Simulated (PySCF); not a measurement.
Species: SO₂.
InChI=1S/O2S/c1-3-2

Method: PBE0-D3(BJ)/def2-SVP geometry optimisation, gas phase in PySCF 2.14.0.

Masses are those of the commonest isotopes; rigid-rotor values at the optimised geometry. 

Q: Give the principal moments of inertia and the rotational constants in cm⁻¹.

A: Ia = 8.81, Ib = 50.03, Ic = 58.85 u·Å²; 505379 MHz·u·Å²/I gives 57345, 10101 and 8588 MHz, that is A = 1.91282, B = 0.33692, C = 0.28646 cm⁻¹.

Q: Classify the top.

A: A near-prolate asymmetric top; Ray's κ = -0.938.

The dipole components are |μa| = 0.00 D, |μb| = 1.83 D, |μc| = 0.00 D. The nuclei that the symmetry axis exchanges have no spin, so part of the rotational levels is missing.

Q: Estimate the classical rotational partition function at 25 K and 100 K.

A: Point group C2v, symmetry number σ = 2; q = (√π/σ)·√((kT/h)³/(ABC)), k/h = 20836.6 MHz/K: 149 at 25 K, 1200 at 100 K.

PBE0-D3(BJ)/def2-SVP frequencies: not computed here. Constants of a rigid frame at the computed geometry: no zero-point averaging, no centrifugal distortion.

The run took 4.2 s wall on Arm Neoverse N1, one thread, no GPU (shared host), and the process peaked at 0.26 GiB of memory. These figures are those of the optimisation.
